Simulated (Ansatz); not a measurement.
Consider the substitution at a C–C bond: `FCCCCl` + HCl → `ClCCCl` + `CF`.

Gas-phase electronic energies from Ansatz, PBE0-D4/def2-TZVP geometries. CCSD(T)/CBS adds triple-zeta CCSD(T) − MP2 to the extrapolated MP2 energy (def2 sets, frozen cores). This one scheme is used for every species. Functionals use def2-TZVPP. B3LYP here is the variant with VWN-RPA as its local correlation; programs differ in this. One conformer a species, not always the lowest.

```json
{"level": "PBE-D4", "ΔE (kcal/mol)": "8.3"}
{"level": "B3LYP-D4", "ΔE (kcal/mol)": "8.1"}
{"level": "ωB97X-V", "ΔE (kcal/mol)": "9.2"}
{"level": "B2PLYP", "ΔE (kcal/mol)": "8.2"}
{"level": "HF/def2-TZVPP", "ΔE (kcal/mol)": "7.6"}
{"level": "MP2/def2-TZVPP", "ΔE (kcal/mol)": "9.4"}
{"level": "HF/def2-QZVPP", "ΔE (kcal/mol)": "7.5"}
{"level": "CCSD/CBS(def2)", "ΔE (kcal/mol)": "9.2"}
```

What does CCSD(T)/CBS give? (An estimate is asked.)

The calculation gave: +9.1 kcal/mol. The listed levels differ from it by -0.8, -1.0, 0.1, -0.9, -1.5, 0.3, -1.6, 0.1 kcal/mol.

Largest T1 diagnostic among the species: 0.010.

In def2-TZVPP, CCSD(T) changes the Hartree–Fock value by +2.1 kcal/mol (the triples alone add −0.1 kcal/mol) and MP2 by +1.8 kcal/mol. The D4 term adds +0.7 kcal/mol with B3LYP and +0.4 kcal/mol with PBE0; it sums over pairs of atoms, weighted by their polarisabilities, and B3LYP, whose exchange is more repulsive, gets the larger term.
